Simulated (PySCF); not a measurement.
Task: Give a GFN2-xTB geometry of `C=C[C+](C)CF`. (Charge +1.)

Result: 
Z-matrix in Å and degrees, rows numbered from 1:
```
C 
C   1  1.3504
C   2  1.4202  1  125.73
C   3  1.4431  2  120.68  1  -179.98
C   3  1.4761  2  121.99  1     0.02
F   5  1.3556  3  111.45  2   179.97
H   1  1.0796  2  120.35  3  -179.99
H   1  1.0793  2  123.59  3     0.04
H   2  1.0834  1  118.56  3   179.98
H   4  1.0996  3  109.77  2   125.11
H   4  1.0856  3  114.28  2     0.02
H   4  1.0996  3  109.80  2  -125.07
H   5  1.1021  3  111.63  2    60.10
H   5  1.1021  3  111.61  2   -60.17
```

The C–C distances run from 1.350 Å (C1=C2, drawn double in one of several resonance forms) to 1.476 Å (C3–C5, drawn single), a spread of 0.126 Å. C2 (carbon bonded to 2 C and H) is planar (angles 125.7°, 118.6° and 115.7°, sum 360.0°, 0.00 Å off the plane of its three neighbours). The 6 heavy atoms lie in one plane (0.000 Å rms). Of the pairs four or more bonds apart, F6···H10 is among the closest relative to their van der Waals radii: 2.51 Å, 94 % of the sum of Bondi's values.

Computed geometry: GFN2-xTB, gas phase.

Point group: Cs (every atom within 0.08 Å of its image). No frequency check. Torsions: C1–C2–C3–C4 180°, C2–C3–C5–F6 180°.

One conformer stands for the species.
